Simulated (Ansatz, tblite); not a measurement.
# The cluster Cu₂S₂: a ladder of methods and basis sets

One table from this session's results is given with a row withheld; the runs are named, their logs left out.

Program: Ansatz 0.2.0, Gaussian basis. Level of theory: as each input shows. These are calculated values, not measurements.

Levels to be run: GFN1-xTB, GFN2-xTB, PBE-D4/def2-TZVP, r2SCAN-D4/def2-TZVP, r2SCANh-D4/def2-TZVP, CAM-B3LYP-D4/def2-TZVP, PBE+10HF/def2-SVP, PBE+15HF/def2-SVP, PBE+40HF/def2-SVP, PBE-D4/def2-SVP, PBE0-D4/def2-SVP, HF/STO-3G, HF/6-31G, B3LYP-D4/6-31G, PBE0-D4/def2-TZVPD, PBE-D4/def2-TZVPD, r2SCAN-D4/def2-TZVPD, CCSD(T)/def2-TZVPP, MP2/def2-TZVP, RPA/def2-TZVP.

3 further runs of the same task are left out: 3 set aside as unsound or not needed.

## The geometry

The singlet was relaxed beforehand with r2SCAN-D4/def2-SVP. At that level it is the lowest of the isomers that a small search found.

4 atoms, charge 0, spin multiplicity 1.

Bond lengths: Cu1–S3 2.137 Å, Cu1–S4 2.137 Å, Cu2–S3 2.137 Å, Cu2–S4 2.137 Å. Angles: S3–Cu1–S4 104.4°, S3–Cu2–S4 104.4°, Cu1–S3–Cu2 72.6°, Cu1–S4–Cu2 72.6°.

Coordinates:

| atom | x (Å) | y (Å) | z (Å) |
| --- | --- | --- | --- |
| Cu1 | 0.71249 | -1.04831 | -0.15337 |
| Cu2 | -0.76275 | 0.91533 | 0.45882 |
| S3 | -1.32367 | -0.76481 | -0.73652 |
| S4 | 1.37392 | 0.89780 | 0.43106 |

No spin-orbit coupling is included.

PBE0-D4/def2-TZVP was run before; its log isn't repeated, and its numbers join the tables.

The first run:

Tight binding, by tblite at 300 K electronic temperature and without a spin-polarisation term:

```python
tblite.interface.Calculator('GFN1-xTB', numbers, positions, charge=0, uhf=0).singlepoint()
```

Tight binding, by tblite at 300 K electronic temperature and without a spin-polarisation term:

```python
tblite.interface.Calculator('GFN2-xTB', numbers, positions, charge=0, uhf=0).singlepoint()
```

start.molden holds the orbitals of an earlier run on this state, given as this run's starting guess.

Contents of in.yaml:

```yaml
crystal:
  periodic: [false, false, false]
  atoms:
    - {symbol: Cu, position_ang: [0.712495, -1.048308, -0.153367]}
    - {symbol: Cu, position_ang: [-0.762749, 0.915331, 0.458825]}
    - {symbol: S, position_ang: [-1.323672, -0.764813, -0.736525]}
    - {symbol: S, position_ang: [1.373916, 0.897801, 0.431057]}
basis:
  gaussian: {orbitals: def2-TZVP, initial_orbitals: start.molden}
hamiltonian: {xc: pbe, dispersion: d4}
scf: {omitted_lower_state_checks: [starts]}
output: {forces: true, orbitals: {seedname: orbitals}}
```

Launch:

```
$ ansatz run in.yaml --threads 4 --pin off --events-out ev --progress --plain --max-ram 4787MiB
```

Steps of the session up to this table: PBE-D4/def2-TZVP; r2SCAN-D4/def2-TZVP; r2SCANh-D4/def2-TZVP; CAM-B3LYP-D4/def2-TZVP; PBE+10HF/def2-SVP; PBE+15HF/def2-SVP; PBE+40HF/def2-SVP; PBE-D4/def2-SVP; PBE0-D4/def2-SVP; HF/STO-3G; HF/6-31G; B3LYP-D4/6-31G; PBE0-D4/def2-TZVPD; PBE-D4/def2-TZVPD; r2SCAN-D4/def2-TZVPD; CCSD(T)/def2-TZVPP; MP2/def2-TZVP; RPA/def2-TZVP.

One table of the session follows, with a row left open; its other results are not shown here.

```
                 level  binding an atom (eV)
              HF/6-31G                 1.129
          HF/def2-TZVP                 0.555
         HF/def2-TZVPP                 0.572
       PBE-D4/def2-SVP                 2.680
      PBE-D4/def2-TZVP                 2.450
     PBE-D4/def2-TZVPD                 2.467
   r2SCAN-D4/def2-TZVP                 2.445
  r2SCAN-D4/def2-TZVPD                 2.459
  r2SCANh-D4/def2-TZVP                 2.314
        B3LYP-D4/6-31G                     ?
      PBE0-D4/def2-SVP                 2.311
     PBE0-D4/def2-TZVP                 2.155
    PBE0-D4/def2-TZVPD                 2.169
CAM-B3LYP-D4/def2-TZVP                 2.019
         RPA/def2-TZVP                 1.967
         MP2/def2-TZVP                 2.296
       CCSD/def2-TZVPP                 1.792
    CCSD(T)/def2-TZVPP                 2.075
```

Estimate the missing values for B3LYP-D4/6-31G.

**Answer.** binding an atom (eV): 2.552. In the column «binding an atom (eV)» it lies between PBE-D4/def2-TZVPD (2.467) and PBE-D4/def2-SVP (2.680).

To keep in mind: Free atoms were run apart at each level; binding is atoms less cluster, divided by the number of atoms, without zero-point or spin-orbit terms.
